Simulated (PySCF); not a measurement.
Vertical excitation energies

Compound: C3H5NO.
Cartesian coordinates in Å at the GFN2-xTB level; atoms count from 1:
```
atom  x, y, z in Å
C1     1.5870   -0.1654   -1.0149
N2     0.9501    0.3112   -0.0565
C3    -0.3326    0.7337    0.1279
C4    -1.1687   -0.2989    0.8568
O5    -0.7083    1.8489   -0.1377
H6     1.1551   -0.3762   -1.9947
H7     2.6362   -0.3962   -0.8768
H8    -1.4184   -1.1058    0.1699
H9    -0.6095   -0.7145    1.6903
H10   -2.0820    0.1679    1.2130
```

Computed with TDDFT wB97X-D/def2-SVPD, vertical, gas phase, core orbitals frozen in the response in PySCF.

Q: List the vertical singlet excitations with oscillator strengths and describe the spectrum.

A: 

| state | E (eV) | E (hartree) | f | main configurations (H = HOMO, L = LUMO) |
| --- | --- | --- | --- | --- |
| S1 | 4.61 | 0.1694 | 0.0006 | H→L (79%), H-1→L (18%) |
| S2 | 5.30 | 0.1948 | 0.0065 | H→L+1 (65%), H→L+2 (12%), H-1→L+1 (10%) |
| S3 | 6.08 | 0.2233 | 0.0060 | H-1→L (70%), H→L (19%) |
| S4 | 7.16 | 0.2632 | 0.105 | H-1→L+1 (63%), H→L+1 (23%) |
| S5 | 7.68 | 0.2822 | 0.049 | H→L+2 (70%), H-1→L+1 (12%) |
| S6 | 8.29 | 0.3045 | 0.230 | H→L+3 (31%), H-2→L (25%), H-1→L+2 (20%) |
| S7 | 8.34 | 0.3065 | 0.014 | H-2→L+1 (45%), H-1→L+2 (16%), H→L+3 (15%) |
| S8 | 8.45 | 0.3106 | 0.032 | H-3→L (85%) |

Triplets (Tamm–Dancoff): T1 4.07 eV, H→L (67%), H-1→L (28%); T2 4.74 eV, H→L+1 (69%), H→L+2 (14%); T3 5.25 eV, H-2→L (76%), H-1→L (9%).

The lowest singlet comes at 269 nm (445 kJ/mol) in the ultraviolet; it is very weak; its leading configuration is HOMO→LUMO (79%). The strongest level in the table is S6 at 8.29 eV (150 nm, f = 0.230). Löwdin shares by element: HOMO oxygen 50%, nitrogen 22%, carbon 16% or more; LUMO carbon 40% or more, nitrogen 35%, hydrogen 15% or more. The oscillator strengths of these states sum to 0.443; summed over the whole spectrum of an exact calculation they would give the number of electrons, 38 (Thomas–Reiche–Kuhn). The listed states span 3.84 eV, and the widest gap between neighbours is 1.09 eV (S3 to S4). Weighted by f, the mean energy of these states is 7.89 eV. Only the lowest 8 singlets were computed, as vertical energies without vibronic structure.

One conformer stands for the species.
